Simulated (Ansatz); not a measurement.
Geometry optimisation, RKS PBE0-D4/def2-SVP (Ansatz 0.2.0).

The input (input.yaml):

```yaml
crystal:
  periodic: [false, false, false]
  atoms:
    - { symbol: Si, position_ang: [0.0, 0.0, 0.0] }
    - { symbol: C, position_ang: [1.1598, 0.0, 1.7145] }
    - { symbol: H, position_ang: [0.1602, -0.3092, 2.085] }
    - { symbol: H, position_ang: [1.9274, -0.7111, 2.085] }
    - { symbol: H, position_ang: [1.3918, 1.0203, 2.085] }
    - { symbol: H, position_ang: [1.6388, 0.0, 0.265] }
    - { symbol: F, position_ang: [-0.7489, 1.2974, -0.5295] }
    - { symbol: H, position_ang: [-0.6877, -1.1914, -0.4862] }
basis:
  gaussian: { orbitals: def2-SVP }
hamiltonian:
  xc: pbe0
  dispersion: d4
relax:
  f_tol: 0.15
  max_steps: 25
  restrain:
    - { distance: [1, 5], at: 2.31, k: 30.0 }
    - { distance: [0, 1], at: 1.87, k: 30.0 }
    - { distance: [0, 5], at: 1.46, k: 30.0 }
```

Launched with:

```bash
$ ansatz run input.yaml --threads 1 --pin off --max-ram 2048MiB --backend cpu --events-out ev --progress --plain --runs-dir out
```

Q: Where does it end, and by what steps?

A: The forces met the threshold. The restraints hold the end off the free minimum. After 7 steps the energy has fallen by 4.886 eV (the restraints' own energy left out); H6 moved furthest, 0.67 Å.

| step | energy less start (eV) | largest force component (eV/Å) | accepted |
| --- | --- | --- | --- |
| 0 | 0.0000 | 5.281 | yes |
| 1 | -1.6522 | 4.249 | yes |
| 2 | -2.9355 | 3.469 | yes |
| 3 | -4.2591 | 1.771 | yes |
| 4 | -4.8265 | 1.401 | yes |
| 5 | -4.8806 | 1.334 | yes |
| 6 | -4.8848 | 1.279 | yes |
| 7 | -4.8861 | 1.332 | yes |

```xyz
8
Properties=species:S:1:pos:R:3
Si 0.295 -0.021 0.051
C 0.847 -0.011 1.816
H 0.101 -0.144 2.613
H 1.596 -0.814 1.909
H 1.366 0.945 1.985
H 1.675 0.137 -0.387
F -0.639 1.252 -0.329
H -0.401 -1.239 -0.439
```

The run took 9.9 s on 1 thread of Intel(R) Xeon(R) 6975P-C (Granite Rapids), with other jobs on the host, peak memory 0.16 GiB.
